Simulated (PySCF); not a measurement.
Ligands exchanged one at a time, Al F-Br. All species are isolated molecules in the gas phase. Strings in code marks are SMILES.

The HOMO–LUMO gap from two functionals at the same geometries (B3LYP-D3(BJ)/def2-TZVP), both in PySCF: PBE-D3(BJ)/def2-TZVP and B3LYP-D3(BJ)/def2-TZVP. B3LYP has the VWN-RPA correlation part, as in Gaussian. 

| species | B3LYP-D3(BJ)/def2-TZVP (eV) |
|---|---|
| 0 of 3 F replaced by Br (`[F][Al]([F])[F]`) | 9.49 |
| 1 of 3 F replaced by Br (`[F][Al]([F])[Br]`) | 7.11 |
| 2 of 3 F replaced by Br (`[Br][Al]([Br])[F]`) | 6.79 |
| 3 of 3 F replaced by Br (`[Br][Al]([Br])[Br]`) | 6.49 |

Task: What does PBE-D3(BJ)/def2-TZVP give for each?

Result: 
- 0 of 3 F replaced by Br (`[F][Al]([F])[F]`): 7.20
- 1 of 3 F replaced by Br (`[F][Al]([F])[Br]`): 5.53
- 2 of 3 F replaced by Br (`[Br][Al]([Br])[F]`): 5.21
- 3 of 3 F replaced by Br (`[Br][Al]([Br])[Br]`): 4.92
Over these rows, drawn at random from the members with no instability flagged (it was tested for open shells, ions and some series alone), PBE minus B3LYP-D3(BJ): mean -1.76 eV, from -2.30 eV to -1.57 eV.
